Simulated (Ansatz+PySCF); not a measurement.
Values are calculated unless marked as measured or tabulated.
**Several solutions for singlet C4H8**

```csv
atom,x (Å),y (Å),z (Å)
C,0.0000,0.0000,-1.3425
C,0.0000,0.0000,-0.1113
C,0.0000,1.1689,0.6230
C,0.0000,-1.1689,0.6230
H,0.0000,-0.8587,-1.8672
H,0.0000,0.8587,-1.8672
H,0.0000,1.9887,0.0312
H,-0.8127,1.2152,1.2297
H,0.8127,1.2152,1.2297
H,0.0000,-1.9887,0.0312
H,0.8127,-1.2152,1.2297
H,-0.8127,-1.2152,1.2297
```

Basis set: def2-SVP (spherical functions). Charge 0, multiplicity 1.

CASSCF(2,2) was run from several starts with Ansatz (development build ahead of 0.2.0) and PySCF 2.14.0. The starts are those of the Hartree–Fock orbitals from which the active space was taken at the frontier.

```
run  program                        start  converged  energy (hartree)  <S²>
  A   Ansatz  search for the lowest state        yes        -155.94432  0.00
  B   Ansatz      atomic start, no search        yes        -155.94432  0.00
  C    PySCF             program defaults        yes        -155.92682  0.00
  D   Ansatz      stability test followed        yes        -155.94432  0.00
```

(1) Which runs reached the lowest solution of this kind, and what is wrong with the others?

Answers

(1) A, B, D reached the lowest solution found. Converged but too high: C by 0.48 eV. Convergence only shows a stationary point; in CASSCF the end hangs on which orbitals enter the active space. Caution: other starts end on other solutions of this active space.
